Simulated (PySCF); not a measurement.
# SiN⁺, CCSD(T): how much the basis matters

PySCF, UHF reference; triplet, unpaired electrons π ↑↑; De to Si⁺ + N without counterpoise correction. Frozen cores follow the default of each basis and core potential.

| basis | relativity | functions | Re (Å) | ωe (cm⁻¹) | De (eV) | frozen orbitals |
| --- | --- | --- | --- | --- | --- | --- |
| def2-SVP | no relativity | 32 | 1.806 | 763 | 1.90 | 6 |
| 6-311G(d,p) | no relativity | 44 | 1.795 | 767 | 1.93 | 6 |
| def2-TZVPPD | no relativity | 85 | 1.791 | 782 | 2.35 | 6 |

Task: How does each smaller set differ from the one with most functions, def2-TZVPPD?

Result: def2-SVP: +1.5 pm, -2.4 % in ωe, -0.45 eV in De; 6-311G(d,p): +0.4 pm, -1.9 % in ωe, -0.42 eV in De. All at CCSD(T); the set with most functions is neither the basis-set limit nor always the best.

Correlated steps freeze 6 core orbitals. Correlated levels converge slowly with the basis: in double zeta they bind strong bonds too weakly, by up to about 1 eV, and carry superposition errors of some tenths. For an ion De counts to the pair picked by the measured ionisation energies or electron affinities, which need not be the lowest pair at this level. The state was picked by a PBE0 search and need not be the measured ground state.
